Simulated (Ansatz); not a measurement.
Nudged elastic band run: H4OSi

The input (input.yaml):

```yaml
crystal:
  periodic: [false, false, false]
  atoms:
    - { symbol: Si, position_ang: [0.302185, -0.020954, 0.082492] }
    - { symbol: O, position_ang: [0.594221, -0.113772, 1.719349] }
    - { symbol: H, position_ang: [-0.172545, -0.17193, 2.295649] }
    - { symbol: H, position_ang: [1.633883, 0.054778, -0.574982] }
    - { symbol: H, position_ang: [-0.500551, 1.190315, -0.278103] }
    - { symbol: H, position_ang: [-0.436693, -1.219839, -0.425805] }
basis:
  gaussian: { orbitals: def2-SVP }
hamiltonian:
  xc: pbe0
neb:
  order_check: false
  images: 5
  f_tol: 0.5
  max_iterations: 60
  final_atoms:
    - { symbol: Si, position_ang: [0.03855587, 0.18743927, -0.73570415] }
    - { symbol: O, position_ang: [0.94129156, 0.14024298, 1.12612708] }
    - { symbol: H, position_ang: [0.40662928, -0.30329467, 1.79808504] }
    - { symbol: H, position_ang: [1.78919987, -0.3207119, 1.0881258] }
    - { symbol: H, position_ang: [-1.02474696, 1.10174268, -0.1225533] }
    - { symbol: H, position_ang: [-0.73042962, -1.08682035, -0.33548046] }
  initial_path:
    images:
      - { positions_ang: [[0.302185, -0.020954, 0.082492], [0.594221, -0.113772, 1.719349], [-0.172545, -0.17193, 2.295649], [1.633883, 0.054778, -0.574982], [-0.500551, 1.190315, -0.278103], [-0.436693, -1.219839, -0.425805]] }
      - { positions_ang: [[0.20224976, -0.01389349, 0.05460506], [0.74036877, -0.07603966, 1.67001443], [-0.07455365, -0.20860496, 2.16501369], [1.63250492, 0.03645964, -0.27454139], [-0.56125415, 1.19085619, -0.34885296], [-0.51881566, -1.21017973, -0.44763883]] }
      - { positions_ang: [[0.10231453, -0.00683297, 0.02671812], [0.88651655, -0.03830732, 1.62067987], [0.02343771, -0.24527991, 2.03437837], [1.63112685, 0.01814128, 0.02589921], [-0.62195731, 1.19139739, -0.41960291], [-0.60093832, -1.20052046, -0.46947266]] }
      - { positions_ang: [[0.00237929, 0.00022754, -0.00116881], [1.03266432, -0.00057498, 1.5713453], [0.12142906, -0.28195487, 1.90374306], [1.62974877, -0.00017708, 0.32633982], [-0.68266046, 1.19193858, -0.49035287], [-0.68306098, -1.1908612, -0.4913065]] }
      - { positions_ang: [[0.01443815, 0.06263145, -0.24601393], [1.00220673, 0.04636434, 1.42293922], [0.2164958, -0.28906814, 1.86852372], [1.68289914, -0.10702202, 0.58026848], [-0.79668929, 1.16187328, -0.36775301], [-0.69885052, -1.15618091, -0.43936448]] }
      - { positions_ang: [[0.02649701, 0.12503536, -0.49085904], [0.97174915, 0.09330366, 1.27453315], [0.31156254, -0.2961814, 1.83330438], [1.73604951, -0.21386696, 0.83419714], [-0.91071813, 1.13180798, -0.24515316], [-0.71464007, -1.12150063, -0.38742247]] }
      - { positions_ang: [[0.03855587, 0.18743927, -0.73570415], [0.94129156, 0.14024298, 1.12612708], [0.40662928, -0.30329467, 1.79808504], [1.78919987, -0.3207119, 1.0881258], [-1.02474696, 1.10174268, -0.1225533], [-0.73042962, -1.08682035, -0.33548046]] }
```

Run as:

```bash
$ ansatz run input.yaml --threads 1 --pin off --max-ram 2048MiB --backend cpu --events-out ev --progress --plain --runs-dir out
```

Output, in part (warnings, iteration lines, the closing report on the highest movable image, with atoms numbered from 0):

```
NEB end point (image 0): max|allowed force component| = 2.246e-2 eV/Å (the criterion of neb.relax_end_points is 1.000e-1)
NEB end point (image 6): max|allowed force component| = 1.690e-3 eV/Å (the criterion of neb.relax_end_points is 1.000e-1)
NEB iter   1: max|band force component| = 5.544e0 eV/Å  barrier→ = 4.7717 eV  barrier← = 2.4949 eV  Δτ_max = 0.1982 Å  (153 SCF iters)
NEB iter   2: max|band force component| = 3.176e0 eV/Å  barrier→ = 3.6996 eV  barrier← = 1.4228 eV  Δτ_max = 0.1928 Å  (126 SCF iters)
NEB iter   3: max|band force component| = 1.443e0 eV/Å  barrier→ = 3.2844 eV  barrier← = 1.0076 eV  Δτ_max = 0.1935 Å  (123 SCF iters)
NEB iter   4: max|band force component| = 9.389e-1 eV/Å  barrier→ = 3.1574 eV  barrier← = 0.8806 eV  Δτ_max = 0.1940 Å  (130 SCF iters)
NEB iter   5: max|band force component| = 8.289e-1 eV/Å  barrier→ = 3.1262 eV  barrier← = 0.8494 eV  Δτ_max = 0.1951 Å  (122 SCF iters)
NEB iter   6: max|band force component| = 8.728e-1 eV/Å  barrier→ = 3.0136 eV  barrier← = 0.7368 eV  Δτ_max = 0.1000 Å  (129 SCF iters)
NEB iter   7: max|band force component| = 7.216e-1 eV/Å  barrier→ = 2.8251 eV  barrier← = 0.5483 eV  Δτ_max = 0.0985 Å  (120 SCF iters)
NEB iter   8: max|band force component| = 8.438e-1 eV/Å  barrier→ = 2.7124 eV  barrier← = 0.4356 eV  CI = image 4  Δτ_max = 0.0991 Å  (120 SCF iters)
NEB iter   9: max|band force component| = 1.100e0 eV/Å  barrier→ = 2.8123 eV  barrier← = 0.5356 eV  CI = image 4  Δτ_max = 0.1909 Å  (114 SCF iters)
NEB iter  10: max|band force component| = 1.909e0 eV/Å  barrier→ = 3.4006 eV  barrier← = 1.1238 eV  CI = image 4  Δτ_max = 0.0933 Å  (115 SCF iters)
NEB iter  11: max|band force component| = 1.573e0 eV/Å  barrier→ = 3.4310 eV  barrier← = 1.1542 eV  CI = image 4  Δτ_max = 0.1438 Å  (114 SCF iters)
NEB iter  12: max|band force component| = 2.834e0 eV/Å  barrier→ = 3.5717 eV  barrier← = 1.2949 eV  CI = image 4  Δτ_max = 0.0703 Å  (116 SCF iters)
NEB iter  13: max|band force component| = 2.267e0 eV/Å  barrier→ = 3.4647 eV  barrier← = 1.1879 eV  CI = image 4  Δτ_max = 0.1399 Å  (110 SCF iters)
NEB iter  14: max|band force component| = 1.232e0 eV/Å  barrier→ = 3.3477 eV  barrier← = 1.0709 eV  CI = image 4  Δτ_max = 0.1315 Å  (117 SCF iters)
NEB iter  15: max|band force component| = 2.745e-1 eV/Å  barrier→ = 3.2688 eV  barrier← = 0.9920 eV  CI = image 4  Δτ_max = 0.0000 Å  (226 SCF iters)
Total energy: -9977.41782455 eV, -366.6633421157 hartree
Atom 0 at     0.165784     0.002789    -0.330600 Å, force    -0.303824     0.093655    -0.076498 eV/Å
Atom 1 at     0.633314     0.187210     1.539197 Å, force    -0.089938     0.123060    -0.206609 eV/Å
Atom 2 at     0.656265    -0.707014     1.908215 Å, force     0.038741    -0.058114     0.103752 eV/Å
Atom 3 at     1.467314     0.093716     0.570019 Å, force     0.379660    -0.151484     0.218538 eV/Å
Atom 4 at    -0.641944     1.241727    -0.567204 Å, force    -0.074119     0.022334     0.002595 eV/Å
Atom 5 at    -0.860232    -1.099830    -0.301027 Å, force     0.049481    -0.029451    -0.041779 eV/Å
Dipole moment:     0.028342    -0.293438     0.137900 e Å
```

The forces met the threshold. The threshold of 0.5 eV/Å is loose, so the images may lie well off the minimum-energy path. Beside the main top the profile has a ripple of under 15 meV (maxima at images 1, 4), which may be a very shallow well or noise. Neighbouring images differ by up to 2.1 eV, so the band resolves the path poorly. The order of the stationary point at the top wasn't checked. The orbitals stay closed-shell, which can raise the energy where a bond breaks towards radicals; this wasn't checked here.

Final band (atoms are numbered from 1 in the order of the input):

| image | path coordinate (Å) | energy (kcal/mol) | Si1–H4 (Å) | O2–H4 (Å) |
| --- | --- | --- | --- | --- |
| 0 | 0.00 | 0.0 | 1.49 | 2.52 |
| 1 | 0.65 | 0.6 | 1.49 | 2.61 |
| 2 | 1.30 | 0.4 | 1.49 | 2.56 |
| 3 | 1.96 | 26.5 | 1.47 | 1.98 |
| 4 | 2.61 | 75.4 | 1.59 | 1.28 |
| 5 | 3.43 | 53.6 | 2.44 | 0.97 |
| 6 | 4.24 | 52.5 | 2.58 | 0.97 |

Run time: 73 s on 1 thread of Arm Neoverse V2, with other jobs on the host, peak memory 0.094 GiB.
